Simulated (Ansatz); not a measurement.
C5H10S can be A, `CC1CCSC1`, or B, `CC1CCCS1`.

Gas-phase electronic energies from Ansatz, PBE0-D4/def2-TZVP geometries. CBS: MP2 limit from def2 TZ/QZ plus the TZ coupled-cluster correction, frozen cores. DFT in def2-TZVPP. B3LYP here is the variant with VWN-RPA as its local correlation; programs differ in this.

A:

```xyz
16

C     0.437    0.397   -1.805
C    -0.096   -0.222   -0.526
C     0.883   -0.163    0.638
C     0.141   -0.656    1.867
S    -1.558   -0.010    1.719
C    -1.361    0.465   -0.025
H     1.332   -0.126   -2.153
H     0.703    1.446   -1.646
H    -0.304    0.358   -2.607
H    -0.338   -1.276   -0.710
H     1.202    0.875    0.786
H     1.779   -0.760    0.448
H     0.109   -1.747    1.900
H     0.580   -0.296    2.798
H    -1.262    1.552   -0.100
H    -2.246    0.161   -0.584
```

B:

```xyz
16

C    -1.549   -1.543   -0.287
C    -0.204   -0.850   -0.336
C    -0.279    0.644   -0.617
C     1.035    1.250   -0.157
C     1.271    0.736    1.255
S     0.680   -0.986    1.264
H    -2.051   -1.464   -1.257
H    -2.188   -1.090    0.474
H    -1.445   -2.604   -0.053
H     0.423   -1.328   -1.095
H    -0.476    0.829   -1.677
H    -1.108    1.075   -0.045
H     1.845    0.914   -0.812
H     1.020    2.343   -0.183
H     0.703    1.315    1.986
H     2.323    0.758    1.540
```

Question: Which is lower in electronic energy at CCSD(T)/CBS, and by how much? (Estimate.)

Answer: Computed: B, by 1.6 kJ/mol. So small a gap doesn't settle the order.

Question: Give E(B) − E(A) in kJ/mol with CCSD(T)/def2-SVP, PBE-D4, CCSD/def2-TZVPP, CCSD(T)/def2-TZVPP, B3LYP, MP2/def2-TZVPP, BLYP-D4. (Best estimate.)

Answer: Computed: CCSD(T)/def2-SVP -1.9, PBE-D4 -2.4, CCSD/def2-TZVPP -0.8, CCSD(T)/def2-TZVPP -1.2, B3LYP -1.7, MP2/def2-TZVPP -1.9, BLYP-D4 -2.8. None reverses the order clearly.

Question: Does the order hold for the free energy at 298.15 K (harmonic terms from PBE0-D4)? (Best estimate.)

Answer: Ansatz gave: Too close to call: G(B) − G(A) = -1.4 kJ/mol.

Largest T1 diagnostic: 0.010.

Leaving LDA and LC-ωPBE aside and taking each functional with its dispersion term where it has one, the values, not all of them listed here, spread over 1.8 kJ/mol, from BLYP-D4 to ωB97X-V.
